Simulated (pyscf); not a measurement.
H₃C–Zn–CH₃ + H atom (H•) → [H₃C–Zn]• + methane (CH₄), a substitution at C (doublet surface; C–Zn broken, C–H formed). PySCF, gas phase, ωB97X-D3(BJ)/def2-SVP geometries. Energies in eV from the separated reactants.

Small-basis levels: PySCF, no dispersion term, spherical d functions. AM1 to PM7: differences of heats of formation from MOPAC, which are fitted to 298 K values and so differ in kind from electronic energies by zero-point and thermal terms. GFN2-xTB: tblite. Open shells are spin-unrestricted. 

```json
[
 {"level": "HF/3-21G", "barrier": "?", "reaction energy": "-1.20"},
 {"level": "HF/6-31G*+LANL2DZ", "barrier": "1.27", "reaction energy": "-1.93"},
 {"level": "PBE/6-31G*+LANL2DZ", "barrier": "0.19", "reaction energy": "-2.05"},
 {"level": "M06-2X/6-31G*+LANL2DZ", "barrier": "0.51", "reaction energy": "-2.10"},
 {"level": "B3LYP/6-311+G**+LANL2DZ", "barrier": "0.26", "reaction energy": "-2.23"},
 {"level": "GFN2-xTB", "barrier": "0.60", "reaction energy": "-1.91"},
 {"level": "PM7", "barrier": "?", "reaction energy": "-1.26"},
 {"level": "ωB97M-D3(BJ)/def2-TZVP", "barrier": "?", "reaction energy": "-1.61"}
]
```

Question: Complete the blanks.

Answer: 
- HF/3-21G, barrier: 1.57
- PM7, barrier: 0.69
- ωB97M-D3(BJ)/def2-TZVP, barrier: 0.75

Against the last row the barrier runs from -0.56 (PBE/6-31G*+LANL2DZ) to +0.82 eV (HF/3-21G). ωB97M-D3(BJ)/def2-TZVP has limits of its own. Abstraction by the radical was not located in this set and often lies lower. This is the saddle that the search found; another between the same sides may lie lower. The angle at the attacked C is 180°. In the def2 sets elements up to Kr have no core potential.
